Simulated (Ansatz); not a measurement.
**Property card for Ti₂CuSb₃**

Theory: DFT r2SCAN, scalar-relativistic, plane waves, PAW in Ansatz 0.2.0.

Settings: cutoff 500 eV, Γ-centred mesh 10×10×4 on the computed 6-atom cell, Gaussian smearing of 0.10 eV; no spin polarisation.

The structure is relaxed at this level of theory with its symmetry kept. Whether it is the stable form of this composition wasn't checked.

```cif
data_structure
_symmetry_space_group_name_H-M 'P 1'
_symmetry_Int_Tables_number 1
_cell_length_a 3.7904
_cell_length_b 3.7904
_cell_length_c 8.2510
_cell_angle_alpha 90.000
_cell_angle_beta 90.000
_cell_angle_gamma 90.000
_cell_volume 118.54
loop_
_atom_site_label
_atom_site_type_symbol
_atom_site_fract_x
_atom_site_fract_y
_atom_site_fract_z
_atom_site_occupancy
Ti1 Ti 0.00000 0.50000 0.73676 1
Ti2 Ti 0.50000 0.00000 0.26324 1
Cu1 Cu 0.00000 0.00000 0.00000 1
Sb1 Sb 0.00000 0.50000 0.37397 1
Sb2 Sb 0.50000 0.00000 0.62603 1
Sb3 Sb 0.50000 0.50000 0.00000 1
```

```
Space group                                                       : P-4m2 (No. 115)
Volume per atom                                                   : 19.76 Å³
Formation energy from the elements' standard states (uncorrected) : -0.331 eV/atom
Generalised Kohn–Sham band gap                                    : none (metal)
Density of states at the Fermi level                              : 4.80 states/eV per cell
Löwdin character within 0.5 eV of the Fermi level                 : Ti 3d 69 %, Sb 5p 16 %, unprojected 6 %
Bader charges (e)                                                 : Ti (2 in the cell) 1.29, Cu (1 in the cell) -0.26, Sb (2 in the cell) -0.84, Sb (1 in the cell) -0.62
```

Spin-orbit coupling is left out, which matters for the bands of heavy elements.

Cost: 1 run of about 7.2 core-minutes, on Arm Neoverse V1 (shared hosts).